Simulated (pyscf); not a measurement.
A first-order saddle from PySCF, ωB97X-D3(BJ)/def2-SVP:

```
B
H 1 1.2028
H 1 1.2028 2 123.60
H 1 1.3229 2 109.57 3 131.52
H 4 1.0697 1 73.34 2 110.72
F 5 1.1447 4 138.49 1 -0.01
```
Charge 0, spin multiplicity 1.

Surface: singlet, charge 0. Lowest wavenumbers (cm⁻¹): 1173i, 740, 834, 929, 1113.

Problem. Name the species on either side of this saddle.

Solution. BH₃ + HF <-> H₂B–F + H₂, a four-centre exchange read from left to right: B–H, F–H broken and B–F, H–H formed. At ωB97M-D3(BJ)/def2-TZVP it lies +0.30 eV from the left side and +1.72 eV from the right (each side as separated species at their lowest minima found). On the reactant side the descent ends in a complex, 0.18 eV under the separated species and 0.52 eV under the saddle at ωB97X-D3(BJ)/def2-TZVP. One saddle was located; it need not be the lowest between these sides.
